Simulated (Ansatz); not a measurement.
# CH4NO: the cost of one run

Method: RKS B3LYP-D4/def2-SVP, in Ansatz 0.2.0.

**1. The structure to begin with**

Bond lengths: N1–C2 1.293 Å, C2–O3 1.264 Å, N1–H4 1.018 Å, N1–H5 1.015 Å, C2–H6 1.093 Å, O3–H7 0.979 Å. Angles: N1–C2–O3 126.8°, N1–C2–H6 119.1°, O3–C2–H6 114.1°, C2–N1–H4 122.7°, C2–N1–H5 121.4°, H4–N1–H5 115.9°, C2–O3–H7 118.8°.

Structure file:

```xyz
7

N    -0.7990    0.0979   -0.3184
C     0.3105    0.3403    0.3004
O     1.3087   -0.4299    0.3944
H    -0.9752   -0.7774   -0.8081
H    -1.5514    0.7783   -0.3416
H     0.4370    1.2992    0.8087
H     1.2694   -1.3084   -0.0354
```

**2. Relaxing end A**

Input file input.yaml:

```yaml
crystal:
  periodic: [false, false, false]
  atoms:
    - { symbol: "N", position_ang: [-0.79903, 0.09791, -0.31841] }
    - { symbol: C, position_ang: [0.31046, 0.34027, 0.30035] }
    - { symbol: O, position_ang: [1.30873, -0.42988, 0.39436] }
    - { symbol: H, position_ang: [-0.97525, -0.77742, -0.80805] }
    - { symbol: H, position_ang: [-1.55136, 0.77829, -0.34158] }
    - { symbol: H, position_ang: [0.43703, 1.29919, 0.80869] }
    - { symbol: H, position_ang: [1.26942, -1.30837, -0.03536] }
total_charge: 1
basis:
  gaussian: { orbitals: def2-SVP }
hamiltonian:
  xc: b3lyp
  dispersion: d4
relax:
  f_tol: 0.015
  max_steps: 40
```

Launch:

```console
ansatz run input.yaml --threads 1 --pin off --max-ram 2048MiB --backend cpu --events-out ev --progress --plain --runs-dir out
```

What time and memory should one allow on 1 thread of an Arm CPU, shared host?

About 7.6 s, with a peak of 0.13 GiB.
